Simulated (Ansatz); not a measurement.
## HPN, doublet: reading a ladder of total energies

Geometry: a PBE0/def2-TZVP stationary point for this spin, not checked as a minimum.

```xyz
3

N     0.0000    0.0742    1.0838
P     0.0000   -0.0767   -0.4631
H     0.0000    1.3249   -0.8309
```

Basis 6-31G; Ansatz 0.2.0. Only valence electrons are correlated (noble-gas cores frozen), which leaves 11 electrons in 18 orbitals. Prefix R: restricted or restricted open-shell reference.

Full CI is exact within this basis and frozen core; it isn't the basis-set limit.

RCCSD has a T1 diagnostic of 0.045 and a largest doubles amplitude of 0.18.

Runs differ by some tens of microhartree through their thresholds and, for an open shell, their frozen cores, so steps under 0.03 kcal/mol mean nothing.

```
    level  total energy (hartree)
      RHF             -395.574799
     RMP2             -395.736831
    RCCSD             -395.757734
 RCCSD(T)             -395.763546
   RCCSDT             -395.764266
RCCSDT(Q)             -395.765290
  RCCSDTQ             -395.765234
  full CI             -395.765351
```

Problem. What is the correlation energy at full CI, and what share of it do RMP2 and RCCSDT recover?

Solution. E(corr) = -395.765351 − (-395.574799) = -0.190552 hartree = -5.185 eV. RMP2: -0.162032 / -0.190552 = 85.03 %. RCCSDT: -0.189467 / -0.190552 = 99.43 %.

Problem. By how many kcal/mol does RCCSD(T) miss full CI (1 hartree = 627.509 kcal/mol), and which steps make up the rest?

Solution. -395.763546 − (-395.765351) = 0.001805 hartree = 1.13 kcal/mol. Steps: RCCSDT − RCCSD(T) = -0.45, RCCSDT(Q) − RCCSDT = -0.64, RCCSDTQ − RCCSDT(Q) = 0.04, full CI − RCCSDTQ = -0.07 kcal/mol. With more than one leading determinant such errors change with state and geometry, and needn't cancel in differences.
